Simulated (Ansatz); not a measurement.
```yaml
crystal:
  periodic: [false, false, false]
  atoms:
    - {symbol: C, position_ang: [-1.579149, -1.934518, 0.980629]}
    - {symbol: C, position_ang: [-0.767341, -1.300780, 0.147849]}
    - {symbol: O, position_ang: [-0.274627, -0.068371, 0.407469]}
    - {symbol: C, position_ang: [0.582614, 0.460370, -0.581771]}
    - {symbol: C, position_ang: [1.008760, 1.825241, -0.102056]}
    - {symbol: Cl, position_ang: [2.095934, 2.563454, -1.296493]}
    - {symbol: H, position_ang: [-1.944254, -2.918067, 0.722735]}
    - {symbol: H, position_ang: [-1.888436, -1.490130, 1.918101]}
    - {symbol: H, position_ang: [-0.450935, -1.739433, -0.796726]}
    - {symbol: H, position_ang: [0.061711, 0.544705, -1.542783]}
    - {symbol: H, position_ang: [1.460613, -0.181710, -0.718915]}
    - {symbol: H, position_ang: [1.545984, 1.756894, 0.842538]}
    - {symbol: H, position_ang: [0.149116, 2.482363, 0.019412]}
basis:
  gaussian: {orbitals: "6-311G**"}
hamiltonian: {xc: {name: r2SCAN50}}
scf: {lower_state_search: off}
output: {forces: true}
```

```sh
$ ansatz run in.yaml --threads 2 --pin off --events-out ev --progress --plain --max-ram 32768MiB --backend cpu
```

(1) How does Ansatz answer? (An estimate is asked.)

Results:

(1) Computed: The program refused the input.
```
Error: <dir> can't be read: No such file or directory (os error 2)
```
